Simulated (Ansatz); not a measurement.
Input for Ansatz (development build ahead of 0.2.0):

```yaml
crystal:
  periodic: [false, false, false]
  atoms:
    - { symbol: C, position_ang: [0.02879, -0.11933, 0.00651] }
    - { symbol: F, position_ang: [0.77588, 0.83484, 0.83567] }
    - { symbol: F, position_ang: [0.82497, -0.75416, -0.67474] }
    - { symbol: F, position_ang: [-0.73384, 0.80723, -0.86195] }
    - { symbol: F, position_ang: [-0.85356, -0.78074, 0.7746] }
basis:
  gaussian: { orbitals: def2-SVP }
hamiltonian:
  xc: hf
correlation:
  method: mp2
  frozen_orbitals: { C: 1, F: 1 }
```

The input is written out in the form of the current development build from the run's settings.

The run gave:

```json
{
  "Converged": "yes",
  "Reference energy": "-435.23971 hartree",
  "Correlation energy": "-0.87540 hartree",
  "Total energy": "-436.11511 hartree",
  "Spin squared of the determinant": "0.000"
}
```

Caution: bonds are stretched, where a single reference can fail; stretched shape with no unrestricted run beside it, a lower state can exist.
